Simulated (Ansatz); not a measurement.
Geometry optimisation, Ansatz 0.2.0, RKS PBE0/def2-SVP.

input.yaml

```yaml
crystal:
  periodic: [false, false, false]
  atoms:
    - { symbol: Al, position_ang: [0.001755, 0.171757, 0.188755] }
    - { symbol: "N", position_ang: [0.038347, 0.173948, 2.046669] }
    - { symbol: H, position_ang: [-0.794849, 0.168926, 2.624513] }
    - { symbol: H, position_ang: [0.858457, 0.40408, 2.596773] }
    - { symbol: Cl, position_ang: [1.829764, 0.493824, -0.806346] }
    - { symbol: H, position_ang: [-1.32618, -0.043233, -0.608844] }
    - { symbol: H, position_ang: [0.378148, -2.491817, 0.808619] }
    - { symbol: H, position_ang: [0.293059, -1.949785, 1.281262] }
basis:
  gaussian: { orbitals: def2-SVP }
hamiltonian:
  xc: pbe0
relax:
  f_tol: 0.03
  max_steps: 50
```

Command:

```bash
$ ansatz run input.yaml --threads 1 --pin off --max-ram 2048MiB --backend cpu --events-out ev --progress --plain --runs-dir out
```

Q: Where does it end, and by what steps?

A: The forces met the threshold. The force dipped under the threshold on the way, but the program's further checks kept it going. After 28 steps the energy has fallen by 0.209 eV; H8 moved furthest, 0.73 Å.

```
step  energy less start (eV)  largest force component (eV/Å)  accepted
   0                  0.0000                           1.870       yes
   1                 -0.1578                           1.063       yes
   2                 -0.1852                           0.372       yes
   3                 -0.1914                           0.141       yes
   4                 -0.1909                           0.144        no
   5                 -0.1939                           0.102       yes
   6                 -0.1951                           0.109       yes
   7                 -0.1963                           0.055       yes
   8                 -0.1956                           0.404        no
   9                 -0.1989                           0.033       yes
  10                 -0.2008                           0.209       yes
  11                 -0.2016                           0.251       yes
  12                 -0.2010                           0.390        no
  13                 -0.2040                           0.088       yes
  14                 -0.2055                           0.009       yes
  15                 -0.1632                           1.226        no
  16                 -0.2055                           0.080        no
  17                 -0.2061                           0.051       yes
  18                 -0.2062                           0.195       yes
  19                 -0.2072                           0.083       yes
  20                 -0.2079                           0.032       yes
  21                 -0.2058                           0.334        no
  22                 -0.2087                           0.007       yes
  23                 -0.2066                           0.312        no
  24                 -0.2090                           0.090       yes
  25                 -0.2093                           0.039       yes
  26                 -0.2091                           0.034        no
  27                 -0.2094                           0.017       yes
  28                 -0.2095                           0.017       yes
```

```xyz
8
Properties=species:S:1:pos:R:3
Al -0.014 0.052 0.428
N -0.007 0.525 2.128
H -0.834 0.581 2.712
H 0.816 0.791 2.658
Cl 1.828 0.128 -0.612
H -1.352 -0.274 -0.334
H 0.703 -2.374 0.326
H 0.139 -2.501 0.825
```

Whether the end is a true minimum wasn't checked by a vibrational analysis.

Run time: 72 s on 1 thread of Arm Neoverse V2 (shared host), peak memory 0.14 GiB.
